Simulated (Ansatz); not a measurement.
# Cl₂ (singlet): the correlation ladder, STO-3G

Aim: climb from Hartree-Fock through coupled cluster and multireference methods for Cl₂ (singlet) at one geometry and basis, and see what each rung misses.

Program: Ansatz 0.2.0, Gaussian basis. Level of theory: STO-3G, core rule «outside noble gas», up to 10 orbitals frozen. These are calculated values, not measurements.

Plan: UHF; CCSD(T) on RHF; BCCD(T) on RHF; CISD; CCSDT(Q) on RHF; CISDTQ; CCSDTQ on RHF; CASSCF and MRCISD+Q, 14 electrons in 8 orbitals; CASSCF and NEVPT2, 14 electrons in 8 orbitals; Full CI.

9 further runs of the same task are left out: 9 set aside as unsound or not needed.

**1. The system**

The geometry is an MP2(full)/6-31G* stationary point (not a proven minimum).

2 atoms, charge 0, spin multiplicity 1.

Atoms are counted from 1 here; the program's logs count them from 0.

Bond lengths: Cl1–Cl2 2.015 Å.

Geometry (Å):

```
atom   x (Å)   y (Å)   z (Å)
 Cl1  0.0000  0.0000  0.0000
 Cl2  0.0000  0.0000  2.0151
```

**2. UHF**

in.yaml reads:

```yaml
crystal:
  periodic: [false, false, false]
  atoms:
    - {symbol: Cl, position_ang: [0.000000, 0.000000, 0.000000]}
    - {symbol: Cl, position_ang: [0.000000, 0.000000, 2.015082]}
basis:
  gaussian: {orbitals: STO-3G}
magnetization: {spin_polarized: true, initial_magnetization: 0}
hamiltonian: {xc: hf}
output: {orbitals: {seedname: orbitals}}
```

Launch:

```console
ansatz run in.yaml --threads 1 --pin off --events-out ev --progress --plain --max-ram 4096MiB --backend cpu
```

After this run come: CCSD(T) on RHF; BCCD(T) on RHF; CISD; CCSDT(Q) on RHF; CISDTQ; CCSDTQ on RHF; CASSCF and MRCISD+Q, 14 electrons in 8 orbitals; CASSCF and NEVPT2, 14 electrons in 8 orbitals; Full CI.

**Question.** What will the summary of the whole plan be? Wanted: FCI below the RHF energy; RMP2 from FCI; RCCSD from FCI; RCCSD(T) from FCI; RCCSDT(Q) from FCI; NEVPT2 valence from FCI; MRCISD+Q valence from FCI; T1 diagnostic; effectively unpaired electrons.

**Answer**, as computed:

| quantity | value |
| --- | --- |
| FCI below the RHF energy | -0.7929 eV |
| RMP2 from FCI | +25.8 kJ/mol |
| RCCSD from FCI | 0.0 kJ/mol |
| RCCSD(T) from FCI | 0.0 kJ/mol |
| RCCSDT(Q) from FCI | 0.0 kJ/mol |
| NEVPT2 valence from FCI | 0.0 kJ/mol |
| MRCISD+Q valence from FCI | 0.0 kJ/mol |
| levels within 1 kcal/mol (43 meV) | CISD, RCCSD, RCCSD(T), BCCD(T), RCCSDT, CISDTQ, RCCSDT(Q), RCCSDTQ, CASSCF valence, NEVPT2 valence, MRCISD valence, MRCISD+Q valence |
| T1 diagnostic | 0.004 |
| effectively unpaired electrons | 0.03 |

RCCSD(T) misses by 0.0 kJ/mol, 0.0 % of the correlation energy. One determinant dominates. Of the multireference levels listed NEVPT2 valence comes nearest in total energy (0.0 kJ/mol), which doesn't show that its space is the better one. These misses are within one basis, not against nature.
